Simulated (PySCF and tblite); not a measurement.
Results of a calculation; reference values are marked as such.
C₄H₆O, numbered as in [CH2:1]=[CH:2][O:3][CH:4]=[CH2:5].

Conformers came from 90 starts (ETKDG and KDG, MMFF94s, GFN2-xTB); geometries are PBE0-D3(BJ)/def2-SVP. Energies: CAM-B3LYP-D3(BJ)/def2-TZVP, with GFN2-xTB thermal terms (modes under about 100 cm⁻¹ blended into free rotors). Symmetry numbers and mirror images are counted. Conformers within 3 kcal/mol (GFN2-xTB free energy) were kept, 8 at most. GIAO shieldings: mPW1PW91/pcSseg-2. Shifts are against TMS (¹H), TMS (¹³C) at the same level; of two unlike H on one atom, a is the less shielded. Programs: PySCF with density fitting and tblite.

List the conformer-averaged shifts at 298.15 K.

¹H: 6.65 (H2/H4, 2H), 4.70 (H1a/H5a, 2H), 4.41 (H1b/H5b, 2H) ppm. ¹³C: 160.1 (C2/C4), 98.8 (C1/C5) ppm.

How do the conformers differ?

Torsions listed: C1–C2–O3–C4, C2–O3–C4–C5. Of a mirror pair one member is shown.
| conformer | shape | weight % |
| --- | --- | --- |
| 1 | 151°, -18° | 71.9 |
| 2 | 179°, -179° | 27.9 |
| 3 | 22°, 22° | 0.2 |

```json
{"signal": "H1a/H5a", "1": "4.69", "2": "4.73", "3": "5.14", "average": "4.70"}
{"signal": "H1b/H5b", "1": "4.46", "2": "4.29", "3": "4.73", "average": "4.41"}
{"signal": "H2/H4", "1": "6.70", "2": "6.52", "3": "6.58", "average": "6.65"}
{"signal": "C1/C5", "1": "99.4", "2": "97.3", "3": "101.0", "average": "98.8"}
{"signal": "C2/C4", "1": "159.6", "2": "161.3", "3": "157.8", "average": "160.1"}
```

Shifts are unscaled: against experiment ¹³C can be off by 15 ppm or more and ¹H by 0.8 ppm.
